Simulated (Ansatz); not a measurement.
Input (CCSDT(Q)/cc-pVDZ; Ansatz, an electronic-structure program):

Ansatz 0.2 input:
```yaml
crystal:
  periodic: [false, false, false]
  atoms:
    - {symbol: C, position_ang: [-0.02656735, -0.39643900, 0.74037211]}
    - {symbol: N, position_ang: [-0.04025330, 0.87186175, 0.00009760]}
    - {symbol: C, position_ang: [-0.04739013, -0.39723478, -0.73890410]}
    - {symbol: H, position_ang: [0.88684478, 1.28341909, -0.01317394]}
    - {symbol: H, position_ang: [-0.93332043, -0.60983972, 1.29271710]}
    - {symbol: H, position_ang: [-0.96932762, -0.61121580, -1.26527793]}
    - {symbol: H, position_ang: [0.88822520, -0.70100532, 1.23593225]}
    - {symbol: H, position_ang: [0.85309601, -0.70234785, -1.25968872]}
basis:
  gaussian:
    orbitals: cc-pVDZ
magnetization: {spin_polarized: false}
correlation: {method: ccsdt_q, electrons: outside_noble_gas}
```

Output:

```
Functional definition: HF
integrals: 0.06 GiB planned
1310 factors; integrals over basis functions are off by at most 1.7e-7 eV
mean field: 0.18 GiB planned
mean field evaluation 1: about -3618.8895 eV, gradient 2.4e1 eV
mean field evaluation 2: about -3618.8910 eV, gradient 2.4e1 eV
mean field evaluation 4: about -3620.4639 eV, gradient 3.2e0 eV
mean field evaluation 8: about -3620.4908 eV, gradient 2.2e-4 eV
mean field evaluation 16: about -3620.4894 eV, gradient 1.8e-1 eV
mean field -3620.49082011 eV, -133.0505835823 hartree, gradient 1.8e-6 eV, S^2 0.000000; 0 other end points of the search recorded, 0 dependent functions left out
3 core orbitals not correlated
reference -3620.49082011 eV, -133.0505835823 hartree; 9, 9 occupied and 55, 55 virtual orbitals, 1310 factors
second order -12.20124974 eV of doubles, -0.00000000 eV of singles
coupled cluster: 1.37 GiB planned
cycle   1  -12.71080501 eV  change   -5.1e-1 eV  update   8.4e-2
cycle   2  -13.32565239 eV  change   -6.1e-1 eV  update   3.3e-2
cycle   3  -13.53328956 eV  change   -2.1e-1 eV  update   1.4e-2
cycle   4  -13.50868265 eV  change    2.5e-2 eV  update   3.5e-3
cycle   5  -13.50716167 eV  change    1.5e-3 eV  update   1.7e-3
cycle   6  -13.50903877 eV  change   -1.9e-3 eV  update   5.0e-4
cycle   7  -13.50941984 eV  change   -3.8e-4 eV  update   2.2e-4
cycle   8  -13.50933109 eV  change    8.9e-5 eV  update   7.8e-5
cycle   9  -13.50931180 eV  change    1.9e-5 eV  update   3.1e-5
cycle  10  -13.50933239 eV  change   -2.1e-5 eV  update   1.1e-5
cycle  11  -13.50930639 eV  change    2.6e-5 eV  update   4.5e-6
cycle  12  -13.50931141 eV  change   -5.0e-6 eV  update   1.8e-6
cycle  13  -13.50931255 eV  change   -1.1e-6 eV  update   5.8e-7
perturbative correction -0.03040514 eV, -0.0011173682 hartree
Total energy: -3634.03053781 eV, -133.5481590300 hartree
```
